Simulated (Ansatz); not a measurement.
# C₇H₁₆: a ladder of functionals and wavefunction methods

The task here is to estimate one member of a computed series from the others.

Method: functionals in def2-TZVPP, the program's frozen cores in correlated methods; program: Ansatz 0.2.0, Gaussian basis.

The runs, in order: LDA (SPW92), PBE-D4, revPBE-D4, BLYP-D4, r2SCAN-D4, B97M-V, PBE0-D4, B3LYP-D4, r2SCANh-D4, r2SCAN0-D4, HSE06-D4, BHLYP-D4, CAM-B3LYP-D4, LC-ωPBE, ωB97X-V, ωB97M-V, B2PLYP, PBE-QIDH; CCSD(T)/def2-SVP; CCSD(T)/def2-TZVPP; MP2/def2-QZVPP; extrapolation to the limit; RPA on PBE.

1 further run of the same task is left out (it didn't finish).

## Structure used throughout

An earlier PBE0-D4 in a triple-zeta def2 set relaxation fixed the geometry.

23 atoms, charge 0, spin multiplicity 1.

Atoms are counted from 1 here; the program's logs count them from 0.

Bond lengths: C1–C2 1.520 Å, C1–H8 1.093 Å, C1–H9 1.093 Å, C1–H10 1.094 Å, C2–C3 1.529 Å, C2–H11 1.094 Å, C2–H12 1.097 Å, C3–C4 1.529 Å, C3–C6 1.529 Å, C3–H13 1.101 Å, C4–C5 1.520 Å, C4–H14 1.094 Å, C4–H15 1.097 Å, C5–H16 1.094 Å, C5–H17 1.093 Å, C5–H18 1.093 Å, C6–C7 1.520 Å, C6–H19 1.094 Å and more. Angles: C2–C1–H8 111.2°, C2–C1–H9 112.2°, C2–C1–H10 110.8°, H8–C1–H9 107.3°, H8–C1–H10 107.6°, H9–C1–H10 107.5°, C1–C2–C3 114.4°, C1–C2–H11 108.5°, C1–C2–H12 109.9°, C3–C2–H11 109.4°, C3–C2–H12 108.4°, H11–C2–H12 105.9°, C2–C3–C4 111.1°, C2–C3–C6 111.1°, C2–C3–H13 107.8°, C4–C3–C6 111.1°, C4–C3–H13 107.8°, C6–C3–H13 107.8° and more.

The first run:

Contents of in.yaml:

```yaml
crystal:
  periodic: [false, false, false]
  atoms:
    - {symbol: C, position_ang: [1.255573, -1.595465, -1.572179]}
    - {symbol: C, position_ang: [1.315432, -0.649903, -0.383889]}
    - {symbol: C, position_ang: [-0.017590, 0.013519, -0.036556]}
    - {symbol: C, position_ang: [-0.979325, -0.986785, 0.605345]}
    - {symbol: C, position_ang: [-2.433085, -0.543835, 0.612772]}
    - {symbol: C, position_ang: [0.191642, 1.231412, 0.863778]}
    - {symbol: C, position_ang: [0.787977, 2.438397, 0.158614]}
    - {symbol: H, position_ang: [2.233646, -2.038321, -1.774417]}
    - {symbol: H, position_ang: [0.554319, -2.417639, -1.410523]}
    - {symbol: H, position_ang: [0.938810, -1.065751, -2.475261]}
    - {symbol: H, position_ang: [2.061947, 0.122560, -0.592180]}
    - {symbol: H, position_ang: [1.677430, -1.186400, 0.502449]}
    - {symbol: H, position_ang: [-0.473617, 0.363713, -0.975193]}
    - {symbol: H, position_ang: [-0.910754, -1.944407, 0.080343]}
    - {symbol: H, position_ang: [-0.643125, -1.181975, 1.631675]}
    - {symbol: H, position_ang: [-2.797512, -0.387952, -0.406734]}
    - {symbol: H, position_ang: [-2.576905, 0.391125, 1.159639]}
    - {symbol: H, position_ang: [-3.072735, -1.295459, 1.081339]}
    - {symbol: H, position_ang: [-0.765479, 1.525131, 1.305374]}
    - {symbol: H, position_ang: [0.832263, 0.935714, 1.704382]}
    - {symbol: H, position_ang: [0.914175, 3.276457, 0.848092]}
    - {symbol: H, position_ang: [1.768614, 2.222008, -0.271937]}
    - {symbol: H, position_ang: [0.138299, 2.773865, -0.654934]}
basis:
  gaussian: {orbitals: def2-TZVPP}
hamiltonian: {xc: lda}
output: {orbitals: {seedname: orbitals}}
```

Steps of the session up to this table: LDA; PBE-D4 (GGA); revPBE-D4 (GGA); BLYP-D4 (GGA); r2SCAN-D4 (meta-GGA); B97M-V (meta-GGA); PBE0-D4 (hybrid); B3LYP-D4 (hybrid); r2SCANh-D4 (hybrid); r2SCAN0-D4 (hybrid); HSE06-D4 (hybrid); BHLYP-D4 (hybrid); CAM-B3LYP-D4 (range-separated); LC-ωPBE-D4 (range-separated; the results give it without D4); ωB97X-V (range-separated); ωB97M-V (range-separated); B2PLYP (double hybrid); PBE-QIDH (double hybrid).

One of the session's tables, all rows but one given; the rest of the session is left out.

It belongs to the step «Frontier levels by functional». 

```
  functional  HOMO (eV)  LUMO (eV)  gap (eV)
 LDA (SPW92)      -7.25       0.36      7.60
      PBE-D4      -7.17       0.54      7.72
   revPBE-D4      -7.13       0.64      7.77
     BLYP-D4      -7.09       0.55      7.64
   r2SCAN-D4      -7.43       1.28      8.71
      B97M-V      -7.60       0.68      8.28
     PBE0-D4      -8.51       1.34      9.85
    B3LYP-D4      -8.32       1.01      9.34
  r2SCANh-D4      -7.93       1.51      9.43
  r2SCAN0-D4      -8.68       1.82     10.50
    HSE06-D4      -8.11       0.97      9.08
    BHLYP-D4      -9.81       1.94     11.75
CAM-B3LYP-D4      -9.92       2.10     12.02
     LC-ωPBE     -11.24       3.39     14.63
     ωB97X-V     -10.91       3.17     14.08
     ωB97M-V          ?          ?         ?
```

Q: Estimate the row for ωB97M-V from the others.

**Answer.** HOMO (eV): -10.80; LUMO (eV): 2.75; gap (eV): 13.55. In the column «HOMO (eV)» it lies between ωB97X-V (-10.91) and CAM-B3LYP-D4 (-9.92).
